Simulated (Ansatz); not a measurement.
**SiHCl (triplet): from Hartree-Fock to the top rungs at distance Cl1–H2 along a hydrogen transfer = 1.619 Å, cc-pVDZ**

Aim: climb from Hartree-Fock through coupled cluster and multireference methods for SiHCl (triplet) at one geometry and basis, and see what each rung misses.

Method: cc-pVDZ, core rule «outside noble gas», up to 10 orbitals frozen; program: Ansatz 0.2.0, Gaussian basis.

To be run: UHF; CCSD(T) on ROHF; CCSD(T) on UHF; BCCD(T) on ROHF; CISD; CCSDT(Q) on ROHF; CCSDT(Q) on UHF; CCSDTQ on ROHF; CASSCF and MRCISD+Q, 4 electrons in 4 orbitals; CASSCF and NEVPT2, 4 electrons in 4 orbitals; CASSCF and MRCISD+Q, 12 electrons in 9 orbitals; CASSCF and NEVPT2, 12 electrons in 9 orbitals.

## (1) The geometry

The geometry derives from fragments relaxed apart (PBE0/def2-TZVP) and kept rigid, so it is no stationary point. A hydrogen atom is moved between rigid fragments.

3 atoms, charge 0, spin multiplicity 3.

Atoms are counted from 1 here; the program's logs count them from 0.

Bond lengths: Cl1–H2 1.619 Å.

## (2) UHF

in.yaml reads:

```yaml
crystal:
  periodic: [false, false, false]
  atoms:
    - {symbol: Cl, position_ang: [0.000000, 0.000000, -1.710333]}
    - {symbol: H, position_ang: [0.000000, 0.000000, -0.091333]}
    - {symbol: Si, position_ang: [0.000000, 0.000000, 1.801667]}
basis:
  gaussian: {orbitals: cc-pVDZ}
magnetization: {spin_polarized: true, initial_magnetization: 2}
hamiltonian: {xc: hf}
output: {orbitals: {seedname: orbitals}}
```

Launch:

```console
$ ansatz run in.yaml --threads 1 --pin off --events-out ev --progress --plain --max-ram 4096MiB --backend cpu
```

After this run come: CCSD(T) on ROHF; CCSD(T) on UHF; BCCD(T) on ROHF; CISD; CCSDT(Q) on ROHF; CCSDT(Q) on UHF; CCSDTQ on ROHF; CASSCF and MRCISD+Q, 4 electrons in 4 orbitals; CASSCF and NEVPT2, 4 electrons in 4 orbitals; CASSCF and MRCISD+Q, 12 electrons in 9 orbitals; CASSCF and NEVPT2, 12 electrons in 9 orbitals.

Before running them: what should the planned runs give, taken together? Wanted: RCCSDTQ below the RHF energy; RMP2 from RCCSDTQ; UMP2 from RCCSDTQ; RCCSD from RCCSDTQ; RCCSD(T) from RCCSDTQ; UCCSD(T) from RCCSDTQ; RCCSDT(Q) from RCCSDTQ; UCCSDT(Q) from RCCSDTQ; NEVPT2 pair from RCCSDTQ.

**Answer**, as computed:

| quantity | value |
| --- | --- |
| RCCSDTQ below the RHF energy | -6.7643 eV |
| RMP2 from RCCSDTQ | +25.21 kcal/mol |
| UMP2 from RCCSDTQ | +26.22 kcal/mol |
| RCCSD from RCCSDTQ | +4.29 kcal/mol |
| RCCSD(T) from RCCSDTQ | +0.87 kcal/mol |
| UCCSD(T) from RCCSDTQ | +0.89 kcal/mol |
| RCCSDT(Q) from RCCSDTQ | +0.01 kcal/mol |
| UCCSDT(Q) from RCCSDTQ | +0.01 kcal/mol |
| NEVPT2 pair from RCCSDTQ | +23.47 kcal/mol |
| MRCISD+Q pair from RCCSDTQ | +0.34 kcal/mol |
| NEVPT2 valence from RCCSDTQ | +29.50 kcal/mol |
| levels within 1 kcal/mol (43 meV) | RCCSD(T), UCCSD(T), BCCD(T), RCCSDT, UCCSDT, RCCSDT(Q), UCCSDT(Q), MRCISD+Q pair, MRCISD+Q valence |
| T1 diagnostic | 0.022 |
| effectively unpaired electrons | 2.03 |

**Reading.** RCCSD(T) lands +0.87 kcal/mol from the yardstick (0.6 % of the correlation energy). One determinant dominates. Of the multireference levels listed MRCISD+Q pair comes nearest in total energy (+0.34 kcal/mol), which doesn't show that its space is the better one. These misses are within one basis, not against nature; the frozen cores of restricted and unrestricted runs differ, which can shift their rows.
